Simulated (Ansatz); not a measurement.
**C5H6O: a ladder of functionals and wavefunction methods**

An exercise on one series of results from a longer session: the logs are not shown, and one member is left open.

The runs use Ansatz 0.2.0, Gaussian basis; functionals in def2-TZVPP, the program's frozen cores in correlated methods.

The runs, in order: PBE-D4, r2SCAN-D4, PBE0-D4, B3LYP-D4, ωB97X-V, ωB97M-V, B2PLYP; CCSD(T)/def2-TZVPP; MP2/def2-QZVPP; extrapolation to the limit.

## Structure used throughout

The geometry comes from an earlier relaxation with PBE0-D4 in a triple-zeta def2 set; it is a stationary point, not always the lowest conformer.

SMILES `C=C1C=C1OC`, 12 atoms, charge 0, spin multiplicity 1.

Atoms are counted from 1 here; the program's logs count them from 0.

Bond lengths: C1–C2 1.330 Å, C1–H7 1.082 Å, C1–H8 1.082 Å, C2–C3 1.446 Å, C2–C4 1.421 Å, C3–C4 1.317 Å, C3–H9 1.076 Å, C4–O5 1.308 Å, O5–C6 1.430 Å, C6–H10 1.088 Å, C6–H11 1.091 Å, C6–H12 1.091 Å. Angles: C2–C1–H7 120.9°, C2–C1–H8 120.8°, H7–C1–H8 118.2°, C1–C2–C3 152.4°, C1–C2–C4 152.9°, C3–C2–C4 54.7°, C2–C3–C4 61.7°, C2–C3–H9 148.0°, C4–C3–H9 150.3°, C2–C4–C3 63.6°, C2–C4–O5 149.1°, C3–C4–O5 147.3°, C4–O5–C6 114.6°, O5–C6–H10 106.1°, O5–C6–H11 110.4°, O5–C6–H12 110.4°, H10–C6–H11 110.0°, H10–C6–H12 110.0° and more.

Set-up of the first run:

Contents of in.yaml:

```yaml
crystal:
  periodic: [false, false, false]
  atoms:
    - {symbol: C, position_ang: [-1.109749, -1.694738, 0.457043]}
    - {symbol: C, position_ang: [-0.318497, -0.708075, 0.867248]}
    - {symbol: C, position_ang: [0.406219, 0.011783, 1.890532]}
    - {symbol: C, position_ang: [0.470871, 0.453586, 0.651940]}
    - {symbol: O, position_ang: [0.947998, 1.349627, -0.173607]}
    - {symbol: C, position_ang: [0.539622, 1.183771, -1.533678]}
    - {symbol: H, position_ang: [-1.493346, -2.426946, 1.154877]}
    - {symbol: H, position_ang: [-1.386444, -1.786343, -0.584800]}
    - {symbol: H, position_ang: [0.678388, 0.095215, 2.928558]}
    - {symbol: H, position_ang: [1.037236, 1.970600, -2.095908]}
    - {symbol: H, position_ang: [0.847575, 0.205830, -1.907220]}
    - {symbol: H, position_ang: [-0.542976, 1.290488, -1.620985]}
basis:
  gaussian: {orbitals: def2-TZVPP}
hamiltonian: {xc: pbe, dispersion: d4}
output: {forces: true, orbitals: {seedname: orbitals}}
```

Run with:

```console
$ ansatz run in.yaml --threads 4 --pin off --events-out ev --progress --plain --max-ram 10444MiB
```

Among the steps run: PBE-D4 (GGA); r2SCAN-D4 (meta-GGA); PBE0-D4 (hybrid); B3LYP-D4 (hybrid); ωB97X-V (range-separated); ωB97M-V (range-separated); B2PLYP (double hybrid); CCSD(T) in def2-TZVPP; MP2 in def2-QZVPP.

One of the session's tables, all rows but one given; the rest of the session is left out.

```
            method  atoms, summed (eV)  atomisation energy (kJ/mol)
            PBE-D4           -7265.092                       5315.3
         r2SCAN-D4           -7271.502                       5147.4
           PBE0-D4                   ?                            ?
          B3LYP-D4           -7276.504                       5118.1
           ωB97X-V           -7273.721                       5113.5
           ωB97M-V           -7272.890                       5124.5
            B2PLYP           -7270.304                       5065.9
     HF/def2-TZVPP           -7245.763                       3641.4
    MP2/def2-TZVPP           -7258.613                       5091.8
   CCSD/def2-TZVPP           -7261.842                       4861.4
CCSD(T)/def2-TZVPP           -7262.195                       4958.3
           MP2/CBS           -7260.933                       5221.1
       CCSD(T)/CBS           -7264.515                       5087.5
```

**Question.** Estimate the row for PBE0-D4.

The run gave: atoms, summed (eV): -7266.847; atomisation energy (kJ/mol): 5185.0. In the column «atoms, summed (eV)» it lies between B2PLYP (-7270.304) and PBE-D4 (-7265.092).
